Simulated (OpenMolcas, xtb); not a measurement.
How methods differ on B2H3Cl (SMILES BBCl)

B2H3Cl: 6 atoms, total charge 0, spin state singlet. SMILES: `BBCl`. The shape is that of a GFN2-xTB optimisation.

Each level gives the dipole moment (D). The values are calculated.

```
                             level            kind     program  value (D)
                          GFN2-xTB  semi-empirical         xtb       1.35
                          GFN0-xTB  semi-empirical         xtb       1.07
                          GFN1-xTB  semi-empirical         xtb       0.99
                         HF/STO-3G    Hartree–Fock  OpenMolcas       1.55
                          HF/3-21G    Hartree–Fock  OpenMolcas       1.67
                       HF/def2-SVP    Hartree–Fock  OpenMolcas       0.83
       HF/def2-TZVP (RICD fitting)    Hartree–Fock  OpenMolcas       0.90
                        TPSS/3-21G        meta-GGA  OpenMolcas       1.05
B3LYP/6-31G* (spherical functions)   global hybrid  OpenMolcas       0.79
B3LYP/6-31G* (Cartesian functions)   global hybrid  OpenMolcas       0.79
```

The values span 0.79 to 1.67 D. Magnitudes only: a small dipole may point the other way at some levels. Sets without polarisation functions give poor dipoles.
